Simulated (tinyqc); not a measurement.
Worked calculation: CCSD on RHF in the sto-3g basis, for OH-, spin multiplicity 1. The basis has no diffuse functions, so it cannot describe the extra electron: this is an exercise in the method, not the real anion. One step of it, computed by the program tinyqc.

Problem. CCSD: starting amplitudes. t_ij^ab = <ij||ab> / (e_i + e_j - e_a - e_b), whose energy is MP2.

orbital energies (hartree): MO1 -19.399205, MO2 -0.584497, MO3 0.072164, MO4 0.241239, MO5 0.241239, MO6 1.184842

Two-electron integrals over orbitals (pq|rs), unique and non-zero (hartree):
```
(11|11) 4.745776    (21|11) -0.430479   (21|21) 0.061345    (22|11) 1.014891
(22|21) -0.015719   (22|22) 0.724379    (31|11) 0.191708    (31|21) -0.026393
(31|22) 0.011770    (31|31) 0.020659    (32|11) -0.191756   (32|21) 0.008479
(32|22) -0.032983   (32|31) 0.010537    (32|32) 0.147216    (33|11) 0.805701
(33|21) -0.008371   (33|22) 0.630899    (33|31) -0.002279   (33|32) -0.018519
(33|33) 0.651012    (41|41) 0.026006    (42|41) 0.033143    (42|42) 0.148761
(43|41) -0.013677   (43|42) -0.051800   (43|43) 0.043721    (44|11) 1.115337
(44|21) -0.012516   (44|22) 0.751428    (44|31) 0.005552    (44|32) -0.102559
(44|33) 0.624553    (44|44) 0.880159    (51|51) 0.026006    (52|51) 0.033143
(52|52) 0.148761    (53|51) -0.013677   (53|52) -0.051800   (53|53) 0.043721
(54|54) 0.047444    (55|11) 1.115337    (55|21) -0.012516   (55|22) 0.751428
(55|31) 0.005552    (55|32) -0.102559   (55|33) 0.624553    (55|44) 0.785270
(55|55) 0.880159    (61|11) 0.152527    (61|21) -0.023444   (61|22) -0.000855
(61|31) -0.003578   (61|32) -0.022946   (61|33) 0.011475    (61|44) 0.004130
(61|55) 0.004130    (61|61) 0.029090    (62|11) -0.212481   (62|21) 0.004556
(62|22) -0.106708   (62|31) -0.017233   (62|32) -0.025387   (62|33) -0.007108
(62|44) -0.113173   (62|55) -0.113173   (62|61) 0.019562    (62|62) 0.108564
(63|11) -0.278661   (63|21) 0.004460    (63|22) -0.107326   (63|31) 0.003817
(63|32) 0.120526    (63|33) -0.048643   (63|44) -0.155910   (63|55) -0.155910
(63|61) -0.010339   (63|62) 0.038728    (63|63) 0.165540    (64|41) -0.010093
(64|42) -0.040347   (64|43) -0.008755   (64|64) 0.038383    (65|51) -0.010093
(65|52) -0.040347   (65|53) -0.008755   (65|65) 0.038383    (66|11) 0.943339
(66|21) -0.010891   (66|22) 0.680641    (66|31) 0.014758    (66|32) 0.028141
(66|33) 0.642317    (66|44) 0.665795    (66|55) 0.665795    (66|61) -0.010398
(66|62) -0.086794   (66|63) -0.044169   (66|66) 0.720086
```

Give: Starting amplitudes; correlation energy.

Solution.

Starting amplitudes (spin orbitals 1a, 1b, ...; amplitudes related by a flip of all spins are not repeated):

| from | to | t |
|---|---|---|
| 3a 3b | 6a 6b | -0.0744 |
| 2a 2b | 6a 6b | -0.0307 |
| 4a 4b | 6a 6b | -0.0203 |
| 5a 5b | 6a 6b | -0.0203 |
| 2a 3b | 6a 6b | -0.0134 |
| 1a 2b | 6a 6b | -0.0009 |
| 1a 1b | 6a 6b | -0.0007 |
| 1a 3b | 6a 6b | 4.77e-04 |

correlation energy = -0.018312 hartree
